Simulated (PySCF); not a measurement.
## Cl: ionisation energy

Cl [Ne] 3s2 3p5 [3p1/2^2 3p3/2^3, M_J = 3/2] → Cl⁺ [Ne] 3s2 3p4 [3p1/2^2 3p3/2^2, M_J = 2], as a difference of total energies. Computed with PySCF 2.14 in an uncontracted even-tempered set (20 s from 0.0085 bohr⁻², ratio 2.8; 14 p from 0.011 bohr⁻², ratio 2.8; 5 d from 0.74 bohr⁻², ratio 3), with the two-component X2C-1e Hamiltonian. Correlated levels: 1s2 frozen; the 42 highest virtual spinors dropped. "Screened" scales the spin-orbit matrix elements by Boettger's factors to mimic the two-electron term; Breit and QED terms are absent.

```tsv
method	ionisation energy (eV)	error (eV)
GHF (spin-free)	11.762	-1.206
GMP2 (spin-free)	12.316	-0.652
GHF (screened spin-orbit)	11.754	-1.214
GMP2 (screened spin-orbit)	12.309	-0.659
GHF (bare spin-orbit)	11.753	-1.215
GMP2 (bare spin-orbit)	12.308	-0.660
```

Reference: 12.968 eV (measured; NIST Atomic Spectra Database, ionization energies).

The labels give the starting determinants; with spin-orbit coupling the two ends relaxed to ⟨J²⟩ = 3.76, ⟨L²⟩ = 2.01, ⟨S²⟩ = 0.75 and ⟨J²⟩ = 6.01, ⟨L²⟩ = 2.01, ⟨S²⟩ = 2.00.
